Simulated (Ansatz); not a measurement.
Input file:

```yaml
crystal:
  periodic: [false, false, false]
  atoms:
    - {symbol: P, position_ang: [0.000000, 0.000000, -1.622100]}
    - {symbol: O, position_ang: [0.000000, 0.000000, -0.002600]}
    - {symbol: Si, position_ang: [0.000000, 0.000000, 1.624700]}
basis:
  gaussian: {orbitals: cc-pVDZ}
magnetization: {spin_polarized: false, initial_magnetization: 3}
correlation: {method: sc_nevpt2, electrons: outside_noble_gas, active_space: {window: {electrons: 5, orbitals: 4}}}
accuracy: high
```

```sh
$ ansatz run in.yaml --threads 1 --pin off --events-out ev --progress --plain --max-ram 2393MiB
```

(1) Roughly how long does this take on 1 thread of Arm Neoverse V1, shared host, and how much host memory?

```
977 factors; integrals over basis functions are off by at most 3.4e-9 eV
mean field evaluation 1: about -19168.4117 eV, gradient 2.5e1 eV
mean field evaluation 2: about -19168.4243 eV, gradient 2.5e1 eV
mean field evaluation 4: about -19169.9204 eV, gradient 3.1e0 eV
mean field evaluation 8: about -19169.9522 eV, gradient 1.1e-1 eV
mean field evaluation 16: about -19169.9522 eV, gradient 7.0e-8 eV
mean field evaluation 32: about -19169.9522 eV, gradient 7.0e-8 eV
mean field -19169.95222762 eV, -704.4827505046 hartree, gradient 7.0e-8 eV, S^2 3.750000; 2 other end points of the search recorded, 0 dependent functions left out
reference -19169.95222762 eV, -704.4827505046 hartree; 20, 17 occupied and 30, 33 virtual orbitals, 977 factors
state -19169.95222762 eV, -704.4827505046 hartree
state -19169.95222762 eV, -704.4827505046 hartree; corrected -19178.68654374 eV, -704.8037307018 hartree
WARN: 1 active orbitals are nearly empty or full. The corrections depend on them more than the energy does, and are more stable in an active space without them
Total energy: -19178.68654374 eV, -704.8037307018 hartree
```

The active space holds one configuration alone, so it describes no static correlation.

Natural occupations: 2.0000 1.0000 1.0000 1.0000.

Results:

(1) 4.2 s wall and 0.12 GiB.
